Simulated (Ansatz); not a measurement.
A calculation on 1T (CdI2-type) TiTe2 returned lattice constant a 3.765 Å, lattice parameter c 6.962 Å.

Q: Which level of theory produced these numbers?
A) PBE (Ansatz (a first-principles code))
B) r²SCAN+rVV10 (Ansatz)
C) r²SCAN (Ansatz)
D) LDA (Ansatz)

A: A, PBE (Ansatz)

The others give: r²SCAN 3.802 Å, 6.904 Å; r²SCAN+rVV10 3.782 Å, 6.616 Å; LDA 3.666 Å, 6.340 Å.

Unless a cell is named, each level is at its own relaxed cell (LDA 24.60, PBE 28.49, r²SCAN 28.80, r²SCAN+rVV10 27.32 Å³/atom).

Caveats: LDA has no dispersion term either, though it tends to give short spacings of layers, chains or molecules (LDA); for a layered or molecular solid the relaxed cell lies over 5 % above the published volume, where the minimum can be shallow (r²SCAN, PBE); the cell comes from a level without a dispersion term, which matters for the spacing of layers, chains or molecules (r²SCAN, PBE). Ansatz's density-functional and Hartree–Fock values are scalar-relativistic unless marked +SOC, with PAW data made under PBE.
